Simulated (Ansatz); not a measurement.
**CHF2: composite energy at a relaxed geometry from a Python script**

Wanted for CHF2: a composite energy at a relaxed geometry.

Program: Ansatz 0.2.0, driven from Python. The levels of theory stand in the script. These are calculated values, not measurements.

### Step 1. Starting point

Bond lengths: F1–C2 1.326 Å, C2–F3 1.326 Å, C2–H4 1.081 Å. Angles: F1–C2–F3 111.5°, F1–C2–H4 116.0°, F3–C2–H4 116.0°.

The script holds or builds the structure itself.

### Step 2. The code

run_composite.py reads:

```python
'''Relax CHF2 cheaply, then refine its energy.'''

import itertools
import warnings

import ansatz as az
from ase.data import atomic_numbers, covalent_radii
import numpy as np

warnings.simplefilter('ignore', az.DeckWarning)

geometry = (
    az.Crystal.molecule()
    .atom('F', [-1.21764, 0.2629, -0.13551])
    .atom('C', [0.04447, 0.06835, 0.22048])
    .atom('F', [0.43224, -1.17588, -0.02279])
    .atom('H', [0.74094, 0.84463, -0.06218])
)

setup = geometry.calculation()
setup = setup.basis(gaussian='def2-SVP').functional('b3lyp', dispersion='d3bj')
setup = setup.spin('collinear', total=1)
symbols = [site.symbol for site in geometry.cartesian_sites]
start = np.array([site.position_ang for site in geometry.cartesian_sites], dtype=float)
data = setup.relax(force_tolerance=0.01).run(threads=1).report
end = np.array(data['positions_ang'])
# pairs closer than 1.2 times the sum of covalent radii, before or after
radius = [covalent_radii[atomic_numbers[s]] for s in symbols]
span = lambda where, i, j: np.linalg.norm(where[i] - where[j])
bonded = [(i, j) for i, j in itertools.combinations(range(len(symbols)), 2) if min(span(start, i, j), span(end, i, j)) < 1.2 * (radius[i] + radius[j])]
print('pair        before    after (A)')
for i, j in bonded:
    print(f'{symbols[i]}{i}-{symbols[j]}{j}'.ljust(10), f'{span(start, i, j):8.4f} {span(end, i, j):8.4f}')

minimum = az.Crystal.molecule()
for symbol, place in zip(symbols, end):
    minimum = minimum.atom(symbol, place.tolist())
at_minimum = minimum.calculation().spin('collinear', total=1)
# MP2 extrapolated to the basis limit, plus the small-basis difference CCSD(T) - MP2
level = lambda method, basis: at_minimum.basis(gaussian=basis).correlation(method).run(threads=1).report
small, large, cluster = level('mp2', 'cc-pVDZ'), level('mp2', 'cc-pVTZ'), level('ccsd_t', 'cc-pVDZ')
corr = lambda each: (each['free_energy_ev'] - each['reference_energy_ev']) / 27.211386246
mp2_limit = (27 * corr(large) - 8 * corr(small)) / 19
pieces = {'HF / cc-pVTZ': large['reference_energy_ev'] / 27.211386246, 'MP2 correlation, DZ-TZ limit': mp2_limit, 'CCSD(T) - MP2 / cc-pVDZ': corr(cluster) - corr(small)}
for name, value in pieces.items():
    print(f'{name:32s} {value:14.6f} Ha')
print(f'{"sum":32s} {sum(pieces.values()):14.6f} Ha')
print('T1 diagnostic', round(cluster['correlation']['coupled_cluster']['t1_diagnostic'], 4))
```

### Step 3. What the engine is handed

The package turns the script's settings into the engine's input (first run):

```yaml
crystal:
  periodic: [false, false, false]
  atoms:
    - { symbol: F, position_ang: [-1.21764, 0.2629, -0.13551] }
    - { symbol: C, position_ang: [0.04447, 0.06835, 0.22048] }
    - { symbol: F, position_ang: [0.43224, -1.17588, -0.02279] }
    - { symbol: H, position_ang: [0.74094, 0.84463, -0.06218] }
basis:
  gaussian:
    orbitals: def2-SVP
hamiltonian:
  xc: b3lyp
  dispersion: d3bj
magnetization:
  spin_polarized: true
  initial_magnetization: 1.0
relax:
  f_tol: 0.01
```

### Step 4. Launch

Run with:

```
$ python run_composite.py
```

Q: Predict the main results. Wanted: T1 diagnostic; composite energy.

**Answer**, as computed:

```
        quantity           value
   T1 diagnostic          0.0152
composite energy  -238.088868 Ha
   runs compared               3
```

What this shows: All 3 runs converged (12 to 24 cycles). A T1 diagnostic under about 0.02 supports a single-reference treatment, as here. Run 0: After 3 moves the largest shift is 0.025 Å, of atom 2 (C). Notes:
- The sum leaves out core correlation, relativity, the Hartree-Fock basis error and zero-point energy; a DZ-TZ extrapolation is rough.
- The species is open-shell (spin multiplicity 2).
- b3lyp holds the VWN-RPA fit, as in Gaussian; the form of ORCA and Turbomole is b3lyp5.
- Inner cores stay frozen, so this is valence correlation.
- An extrapolation from small basis sets is rough.
